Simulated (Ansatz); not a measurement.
Worked example: SnH⁺, quintet against SnH⁺, triplet

Geometry (PBE0/def2-TZVP stationary point of a triplet), kept for both states (SnH⁺, triplet: Π; SnH⁺, quintet: Σ⁻):

```xyz
2

Sn    0.0000    0.0000    0.0000
H     0.0000    0.0000    1.8814
```

Basis def2-TZVPP with its core potentials; Ansatz 0.2.0. Correlated methods freeze the noble-gas cores and the filled d shells of p-block atoms. Prefix R: restricted or restricted open-shell reference. No spin–orbit coupling is included; scalar relativity enters through the core potentials alone.

Full CI is exact within this basis and frozen core; it isn't the basis-set limit.

| level | E(SnH⁺, triplet) (hartree) | E(SnH⁺, quintet) (hartree) |
| --- | --- | --- |
| RCCSD(T) | -213.649953 | -213.439391 |
| PBE | -214.500795 | -214.255754 |
| r2SCAN | -214.583726 | -214.355939 |
| full CI | -213.650347 | -213.439395 |

Give the vertical gap, SnH⁺ quintet less SnH⁺ triplet, at each level in eV (1 hartree = 27.2114 eV), and each error against full CI.

full CI: (-213.439395 − (-213.650347)) × 27.2114 = 5.740 eV (the reference)
r2SCAN: (-214.355939 − (-214.583726)) × 27.2114 = 6.198 eV, error 0.458 eV
PBE: (-214.255754 − (-214.500795)) × 27.2114 = 6.668 eV, error 0.928 eV
RCCSD(T): (-213.439391 − (-213.649953)) × 27.2114 = 5.730 eV, error -0.010 eV

Total energies of functionals can't be set beside those of wave-function methods, since they hold the core's correlation and their own absolute errors; only the differences compare.

Each level lands on the state that its own search finds; the functionals scatter so widely here that some may stand on another one. T1 diagnostics of restricted CCSD: 0.036 and 0.008.
